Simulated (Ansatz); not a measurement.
Crystal: Gd$_{2}$O, antifluorite type, 3 atoms in the cell.

Level of theory: PBE, plane waves, PAW datasets (generated soft set 1) in Ansatz.

Cutoff 420 eV; k-mesh 32×32×32 Γ-centred; Fermi–Dirac smearing of 0.0612 eV; no spin polarisation; no spin–orbit coupling.

The fit to the energies gives V₀ = 16.804 Å³/atom (a₀ = 5.864 Å), B₀ = 78.2 GPa, B₀′ = 5.10.

Problem. What pressure does the program print at V = 16.142 Å³/atom, and how far above the lowest computed point (V = 16.815 Å³/atom) does the energy lie?

Solution. 3.48 GPa and 6.89 meV/atom. All points:

| V (Å³/atom) | a (Å) | E − E(min) (meV/atom) | P (GPa) |
| --- | --- | --- | --- |
| 15.806 | 5.7456 | 16.37 | 5.59 |
| 16.142 | 5.7861 | 6.89 | 3.48 |
| 16.479 | 5.8260 | 1.59 | 1.61 |
| 16.815 | 5.8653 | 0.00 | -0.05 |
| 17.151 | 5.9042 | 1.68 | -1.52 |
| 17.488 | 5.9425 | 6.26 | -2.82 |
| 17.824 | 5.9804 | 13.41 | -3.97 |

The published all-electron PBE values for this crystal (mean of FLEUR and WIEN2k, k-spacing 0.06 Å⁻¹; Bosoni et al., Nat. Rev. Phys. 6, 45 (2024)) are V₀ = 16.816 Å³/atom, B₀ = 77.9 GPa, B₀′ = 5.13.

The stress includes the program's correction for the finite plane-wave basis.

This cubic structure is a model: it isn't the usual form of the substance at ambient conditions, and such phases are metastable or hypothetical. The open f shell is treated without spin here, so this is a model state and not the ground state.
